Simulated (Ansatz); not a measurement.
# SiH2S: basis-set convergence

The task here is to estimate one member of a computed series from the others.

Method: one geometry, several basis sets; program: Ansatz 0.2.0, Gaussian basis.

Plan: PBE0-D4/def2-SVP; ωB97M-V/def2-SVP; PBE0-D4/def2-QZVPP; ωB97M-V/def2-QZVPP; CCSD(T)/cc-pV(D+d)Z; CCSD(T)/cc-pV(T+d)Z; CCSD(T)/cc-pV(Q+d)Z; the functionals' def2-TZVPP values are taken from earlier runs.

1 further run of the same task is left out (it didn't finish).

## The geometry

All runs share one geometry, relaxed beforehand with PBE0-D4 in a triple-zeta def2 set.

SMILES `[SiH]S`, 4 atoms, charge 0, spin multiplicity 1.

Atoms are counted from 1 here; the program's logs count them from 0.

Bond lengths: Si1–S2 2.115 Å, Si1–H3 1.525 Å, S2–H4 1.346 Å. Angles: S2–Si1–H3 89.3°, Si1–S2–H4 97.5°.

Coordinates:

```xyz
4

Si   -0.2628   -1.0744    0.1611
S     0.1905    0.9588   -0.2066
H     1.0175   -1.1908    0.9814
H    -0.8897    1.2460   -0.9562
```

The first run:

in.yaml

```yaml
crystal:
  periodic: [false, false, false]
  atoms:
    - {symbol: Si, position_ang: [-0.262757, -1.074443, 0.161085]}
    - {symbol: S, position_ang: [0.190500, 0.958847, -0.206590]}
    - {symbol: H, position_ang: [1.017471, -1.190823, 0.981388]}
    - {symbol: H, position_ang: [-0.889714, 1.246019, -0.956184]}
basis:
  gaussian: {orbitals: def2-SVP}
hamiltonian: {xc: pbe0, dispersion: d4}
output: {orbitals: {seedname: orbitals}}
```

Steps of the session up to this table: PBE0-D4 in def2-SVP; ωB97M-V in def2-SVP; PBE0-D4 in def2-QZVPP; ωB97M-V in def2-QZVPP.

One table of the session follows, with a row left open; its other results are not shown here.

It belongs to the step «Functionals by basis». 

```
functional       basis  HOMO (eV)  LUMO (eV)
   PBE0-D4    def2-SVP      -6.83      -2.44
   PBE0-D4  def2-TZVPP          ?          ?
   PBE0-D4  def2-QZVPP      -6.90      -2.53
   ωB97M-V    def2-SVP      -8.83      -0.36
   ωB97M-V  def2-TZVPP      -8.92      -0.51
   ωB97M-V  def2-QZVPP      -8.95      -0.59
```

Q: Estimate the row for PBE0-D4, def2-TZVPP from the others.

As computed: HOMO (eV): -6.88; LUMO (eV): -2.50. In the column «HOMO (eV)» it lies between PBE0-D4, def2-QZVPP (-6.90) and PBE0-D4, def2-SVP (-6.83).
